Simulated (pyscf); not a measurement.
## Four-centre exchange: H₂O (SMILES O) + HO–Ti(F)(F)–F (SMILES [OH][Ti]([F])([F])[F]) → HO–Ti(F)(F)–F (SMILES [OH][Ti]([F])([F])[F]) + H₂O (SMILES O)

Gas phase, singlet surface, charge 0. Bonds broken: O1–H8, Ti2–O7. Bonds formed: O1–Ti2, O7–H8. Single points on ωB97X-D3(BJ)/def2-SVP structures (PySCF, gas phase).

Transition state (Å):

```xyz
9

O     -0.2524     1.0684     0.4818
Ti    -1.1636    -0.6239    -0.1166
F     -0.5311    -2.2420    -0.1690
F     -2.5217    -0.4398    -1.1656
F     -1.9339    -0.6516     1.4488
H     -0.6430     1.8787     0.8263
O      0.2788    -0.0015    -1.3770
H      0.3158     0.9007    -0.5150
H      1.0283    -0.5546    -1.6244
```

One imaginary mode, 1024i cm⁻¹; descent along it reached the two sides named, in the forms told below.

```
bond    change  reactant side (Å)  saddle  product side
------  ------  -----------------  ------  ------------
O1–H8   breaks              0.969   1.160         2.213
Ti2–O7  breaks              1.796   2.014         2.287
O1–Ti2   forms              2.297   2.013         1.803
O7–H8    forms              2.318   1.248         0.969
```

Electronic energies relative to the separated reactants (kcal/mol):

| level | barrier | reaction energy | reverse barrier |
|---|---|---|---|
| ωB97X-D3(BJ)/def2-TZVP | 3.7 | 0.0 | 3.7 |
| PBE/def2-TZVP | 2.8 | 0.0 | 2.8 |
| r²SCAN/def2-TZVP | 1.0 | 0.0 | 1.0 |
| B3LYP-D3(BJ)/def2-TZVP | 4.0 | 0.0 | 4.0 |
| PBE0-D3(BJ)/def2-TZVP | 2.9 | 0.0 | 2.9 |
| M06-2X/def2-TZVP | 0.4 | 0.0 | 0.4 |
| ωB97M-D3(BJ)/def2-TZVP | 4.7 | 0.0 | 4.7 |
| HF/def2-TZVP | 14.6 | 0.0 | 14.6 |

With ωB97M-D3(BJ)/def2-TZVP energies and thermal terms (ideal gas, 1 atm, RRHO with modes under 100 cm⁻¹ raised to 100, one conformer, R ln 2 for rigid chiral ones), in kcal/mol:

```
T (K)  ΔH‡   ΔG‡   ΔH   ΔG
-----  ---  ----  ---  ---
298    3.8  16.1  0.0  0.0
600    3.7  28.7  0.0  0.0
900    4.3  41.1  0.0  0.0
1200   5.0  53.2  0.0  0.0
```

On the reactant side the descent ends in an adduct with a O–Ti contact (not fully relaxed), 13.8 kcal/mol under the separated species and 17.4 kcal/mol under the saddle at ωB97X-D3(BJ)/def2-TZVP. On the product side the descent ends in an adduct with a O–Ti contact, 14.1 kcal/mol under the separated species and 17.7 kcal/mol under the saddle at ωB97X-D3(BJ)/def2-TZVP. What is counted as formed (O–Ti) is already present as a longer contact in the reactant adduct; forming that adduct is a step of its own. What is counted as broken (O–Ti) persists as a longer contact in the product adduct; parting that adduct is a step of its own. One saddle was located; it need not be the lowest between these sides.
